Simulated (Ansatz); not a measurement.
F⁻ beside CH4O: one fragment in the basis of the whole pair (the partner's atoms are ghosts).

Input (in.yaml):

```yaml
crystal:
  periodic: [false, false, false]
  atoms:
    - {symbol: C, position_ang: [-0.512573, 0.183841, 0.481698]}
    - {symbol: O, position_ang: [0.852124, 0.226938, 0.335457]}
    - {symbol: H, position_ang: [-0.927692, -0.844421, 0.453122]}
    - {symbol: H, position_ang: [-1.058606, 0.751628, -0.299231]}
    - {symbol: H, position_ang: [-0.813447, 0.616641, 1.452321]}
    - {symbol: H, position_ang: [1.105030, -0.207748, -0.636000]}
basis:
  gaussian:
    orbitals: "def2-TZVPPD.json"
    ghost_atoms:
      - {symbol: F, position_ang: [1.355265, -0.726777, -1.787267]}
hamiltonian: {xc: r2scan, dispersion: d4}
```

The basis file named in the input lies beside it (Basis Set Exchange, JSON).

Run by:

```bash
ansatz run in.yaml --threads 2 --pin off --events-out ev --progress --plain --max-ram 5222MiB
```

What Ansatz 0.2.0 printed:

```
Functional definition: r2SCAN
  name "r2SCAN"
  cite "Furness, Kaplan, Ning, Perdew & Sun, J. Phys. Chem. Lett. 11, 8208 (2020) doi:10.1021/acs.jpclett.0c02405"
  cite "Furness, Kaplan, Ning, Perdew & Sun, J. Phys. Chem. Lett. 11, 9248 (2020) doi:10.1021/acs.jpclett.0c03077"
  parent r2scan
  parameter k0 = 0.174
  parameter k1 = 0.065
  parameter a1 = 4.9479
  exchange = r2scan_x(k0 = k0, k1 = k1, a1 = a1)
  correlation = r2scan_c
786 factors; their error is unknown
mean field evaluation 1: about -3142.0638 eV, gradient 5.5e1 eV
mean field evaluation 2: about -3129.5027 eV, gradient 9.6e1 eV
mean field evaluation 4: about -3148.1358 eV, gradient 4.9e0 eV
mean field evaluation 8: about -3148.1847 eV, gradient 3.3e-2 eV
mean field evaluation 16: about -3148.1636 eV, gradient 6.8e-5 eV
mean field -3148.16361482 eV, -115.6928789429 hartree, gradient 6.8e-5 eV, S^2 0.000000; 0 other end points of the search recorded, 0 dependent functions left out
reference -3148.16362721 eV, -115.6928793981 hartree; 9, 9 occupied and 176, 176 virtual orbitals, 786 factors
Total energy: -3148.17357360 eV, -115.6932449210 hartree
```

The lines “mean field evaluation” count trial sets of orbitals through the whole run, from several starts and some on an approximate energy, so they need not fall steadily or lie above the final value.

Hardware: 2 CPU threads of an Intel Xeon Platinum 8259CL, shared host. Wall time about 2.9 s.
